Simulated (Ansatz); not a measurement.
```yaml
crystal:
  periodic: [false, false, false]
  atoms:
    - {symbol: N, position_ang: [-0.867144, -0.791374, -0.599530]}
    - {symbol: C, position_ang: [-0.062185, 0.291198, -0.142526]}
    - {symbol: N, position_ang: [0.258744, 0.079604, 1.219941]}
    - {symbol: O, position_ang: [1.106209, 0.548806, -0.862007]}
    - {symbol: F, position_ang: [-0.809027, 1.430363, -0.355652]}
    - {symbol: H, position_ang: [-1.096576, -0.654949, -1.575386]}
    - {symbol: H, position_ang: [-0.371283, -1.665823, -0.491740]}
    - {symbol: H, position_ang: [-0.578586, -0.111839, 1.753246]}
    - {symbol: H, position_ang: [0.731719, 0.890048, 1.597592]}
    - {symbol: H, position_ang: [1.771228, -0.067133, -0.540937]}
basis:
  gaussian: {orbitals: aug-cc-pVTZ, final_grid: {core_spheres: 1, valence_spheres: 1, degree: 5}}
hamiltonian: {xc: {name: r2SCAN}}
scf: {lower_state_search: full}
```

```sh
$ ansatz run in.yaml --threads 4 --pin off --events-out ev --progress --plain --max-ram 10444MiB
```

Shortened log:

```
Functional definition: r2SCAN
1352 factors; their error is unknown
mean field evaluation 1: about -8848.7393 eV, gradient 8.9e1 eV
mean field evaluation 2: about -8827.8918 eV, gradient 1.3e2 eV
mean field evaluation 4: about -8862.1278 eV, gradient 9.4e0 eV
mean field evaluation 8: about -8807.1982 eV, gradient 2.1e2 eV
mean field evaluation 16: about -8834.4995 eV, gradient 1.0e1 eV
a density is far from that of the atoms, so the factors are made again for it
2866 factors; integrals over basis functions are off by at most 6.6e-4 eV
mean field -8882.05503267 eV, -326.4095019774 hartree, gradient 2.1e-5 eV, S^2 0.000000; 0 other end points of the search recorded, 0 dependent functions left out
reference -8882.05503409 eV, -326.4095020298 hartree; 21, 21 occupied and 324, 324 virtual orbitals, 2866 factors
Total energy: -8882.05503409 eV, -326.4095020298 hartree
```

**Question.** Something in this input is off. What?

**Answer.** The integration grid is far too coarse. The calculation finished and met its thresholds. The result belongs to that input, not to the molecule as meant.
